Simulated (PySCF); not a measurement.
## Working with the constants of SiCl

UHF-CCSD(T) constants of SiCl, ²Π (doublet), unpaired electrons π ↑ (Si def2-TZVPPD, Cl def2-TZVPPD; no relativity (PySCF 2.14); masses 27.9769 and 34.9689 u):

* ωe: 531.1 cm⁻¹
* ωexe: 2.16 cm⁻¹
* Be: 0.25182 cm⁻¹
* αe: 0.00154 cm⁻¹
* De to Si + Cl: 4.21 eV

Q: What force constant and bond length do these constants imply?

A: Reduced mass μred = 15.542 u; k = 5.8918×10⁻⁷·μred·ωe² (u, cm⁻¹, mdyn/Å) = 2.58 mdyn/Å; Re = √(16.8576/(μred·Be)) (u, cm⁻¹, Å) = 2.075 Å.

Q: Estimate the centrifugal constant D from the Kratzer relation and find the Dunham coefficient a1.

A: D = 4Be³/ωe² = 2.26e-07 cm⁻¹; a1 = −1 − αeωe/(6Be²) = -3.15.

Correlated steps freeze 10 core orbitals. The state is the lowest determinant that a PBE0 search found; another state may lie lower at other levels.
